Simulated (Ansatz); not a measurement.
# SiNHF (sextet): from Hartree-Fock to the top rungs, def2-QZVPP

The task here is to estimate one member of a computed series from the others.

Method: def2-QZVPP, core rule «outside noble gas», up to 7 orbitals frozen; program: Ansatz 0.2.0, Gaussian basis.

To be run: UHF; ROHF; CCSD(T) on UHF.

### The system

The geometry is a PBE0/def2-TZVP stationary point (not a proven minimum) of the parent state, kept for this charge and spin.

4 atoms, charge 0, spin multiplicity 6.

Atoms are counted from 1 here; the program's logs count them from 0.

Bond lengths: F1–Si3 1.600 Å, N2–Si3 1.831 Å, Si3–H4 1.500 Å. Angles: F1–Si3–N2 105.3°, F1–Si3–H4 106.8°, N2–Si3–H4 106.4°.

The first run:

in.yaml

```yaml
crystal:
  periodic: [false, false, false]
  atoms:
    - {symbol: F, position_ang: [0.072839, -0.480480, 1.191357]}
    - {symbol: N, position_ang: [0.078200, -0.504380, -1.538768]}
    - {symbol: Si, position_ang: [-0.125489, 0.523752, -0.037976]}
    - {symbol: H, position_ang: [1.037026, 1.471534, -0.014144]}
basis:
  gaussian: {orbitals: "def2-QZVPP.json"}
magnetization: {spin_polarized: true, initial_magnetization: 5}
hamiltonian: {xc: hf}
output: {orbitals: {seedname: orbitals}}
```

Command:

```console
$ ansatz run in.yaml --threads 1 --pin off --events-out ev --progress --plain --max-ram 2393MiB
```

Steps of the session up to this table: UHF; ROHF; CCSD(T) on UHF.

One of the session's tables, all rows but one given; the rest of the session is left out.

| method | from UCCSD(T) (kJ/mol) |
| --- | --- |
| ROHF | ? |
| UHF | +1381.1 |
| UMP2 | +119.5 |
| UCCSD | +49.5 |
| UCCSD(T) | 0 |

Estimate the missing values for ROHF.

The run gave: from UCCSD(T) (kJ/mol): +1395.2. In the column «from UCCSD(T) (kJ/mol)» it is the highest.
